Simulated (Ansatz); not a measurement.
The first iterations of a band of CH5B + H2 (9 atoms, charge 0, multiplicity 1).

The calculation used RKS PBE0-D4/def2-SVP in Ansatz.

* movable images: 7
* climbing image: yes
* spring: 5.0 eV/Å²
* optimiser: fire
* start path: through a guess of the saddle point
* force threshold: 0.05 eV/Å
* iteration limit: 60
* end points: relaxed
* largest step: 0.5 Å

Image 0:

```xyz
9
Properties=species:S:1:pos:R:3
B -0.009 -0.282 0.420
C -0.001 0.208 1.935
H -0.948 0.030 2.467
H 0.820 -0.212 2.538
H 0.150 1.300 1.925
H 1.031 -0.307 -0.217
H -0.958 -0.011 -0.296
H -0.625 -1.585 0.364
H 0.191 -1.713 0.416
```

Image 8:

```xyz
9
Properties=species:S:1:pos:R:3
B -0.127 -0.618 -0.348
C 0.035 0.002 2.222
H -0.931 0.127 2.728
H 0.821 -0.259 2.943
H 0.305 0.925 1.699
H 0.978 -0.178 -0.549
H -1.091 0.104 -0.427
H -0.283 -1.812 -0.246
H -0.057 -0.862 1.530
```

| iteration | highest image above the first end (eV) | largest band force component (eV/Å) |
| --- | --- | --- |
| 1 | 2.925 | 6.597 |
| 2 | 2.384 | 2.790 |
| 3 | 2.023 | 2.457 |
| 4 | 1.483 | 2.021 |
| 5 | 1.312 | 1.785 |
| 6 | 1.051 | 1.596 |
| 7 | 0.866 | 0.916 |
| 8 | 0.857 | 1.549 |
| 9 | 0.833 | 1.341 |
| 10 | 0.796 | 0.992 |
| 11 | 0.761 | 0.858 |
| 12 | 0.754 | 0.838 |
| 13 | 0.741 | 0.810 |

Problem. Does the band converge within its limit, and where does its top end?

Solution. The run converged. It ended after 39 iterations with the highest image 0.527 eV above the first end. Another band between the same ends (7 images) ends at a top of the same energy, where a vibrational analysis finds 1 clearly imaginary mode. The orbitals stay closed-shell, which can raise the energy where a bond breaks towards radicals; this wasn't checked here.

Time of the run: 6.3 min on 1 thread of Arm Neoverse V1, on a shared host, peak memory 0.11 GiB.
